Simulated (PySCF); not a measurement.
## How far each method lies from full CI for C$_{2}$H$_{3}$, doublet

Geometry: MP2(full)/6-31G*, from the G2/97 set.

```xyz
5

C     0.0278   -0.6060    0.0000
C     0.0278    0.6813    0.0000
H    -0.8987   -1.1815    0.0000
H     0.9472   -1.1843    0.0000
H    -0.7120    1.4685    0.0000
```

Basis STO-3G; PySCF 2.14.0. Correlated methods freeze the noble-gas cores, which leaves 11 electrons in 11 orbitals. R marks a restricted (for open shells ROHF) determinant, U an unrestricted one.

Full CI is exact within this basis and frozen core; it isn't the basis-set limit. The frozen core follows each run's orbitals, which can shift R against U totals by a few meV.

Unrestricted rows (U) aren't spin-pure: their determinants' ⟨S²⟩ exceeds S(S+1) by up to 0.33, so they mix in states of higher spin.

The UHF ⟨S²⟩ is 1.075. The T1 diagnostic (RCCSD) is 0.0209. The largest doubles amplitude (RCCSD) is 0.203 and the T1 diagnostic (UCCSD) is 0.0533.

```json
{"level": "UHF", "E − E(RHF) (eV)": "-0.3913"}
{"level": "RMP2", "E − E(RHF) (eV)": "-2.8364"}
{"level": "UMP2", "E − E(RHF) (eV)": "-2.5694"}
{"level": "RCCSD", "E − E(RHF) (eV)": "-3.8620"}
{"level": "UCCSD", "E − E(RHF) (eV)": "-3.8540"}
{"level": "RCCSD(T)", "E − E(RHF) (eV)": "-3.8863"}
{"level": "UCCSD(T)", "E − E(RHF) (eV)": "-3.8806"}
```

Problem. Estimate how far full CI in STO-3G lies from RCCSD(T). The table doesn't fix it; the size of (T) and the diagnostics are the guide.

Solution. Full CI in STO-3G lies 1.3 kJ/mol below RCCSD(T), which is 55 % of the (T) step (-2.3 kJ/mol). A doubles amplitude is large, and the rest is a large part of (T).

The other levels:

```
 level  E − E(full CI) (kJ/mol)  share of correlation (%)  wall time
RCCSDT                      0.7                     99.81     0.59 s
UCCSDT                      0.7                     99.80     0.62 s
```

The correlation energy at full CI, counted from RHF, is -3.900 eV. That run took 0.48 s on 1 thread of Intel Xeon 6975P-C, shared host over 107,604 determinants.

Times are those of the correlated step on a shared host, with one SCF added for the restricted CCSD run; they ran on 1 thread of Intel Xeon 6975P-C.

The full-CI state has the irrep A' of Cs, in the program's axes.

Natural occupations of full CI about the gap: 1.978 1.976 1.974 1.883 1.001 0.118 0.027 0.024 0.020 0.016; effectively unpaired electrons, Σ n²(2−n)², 1.11.
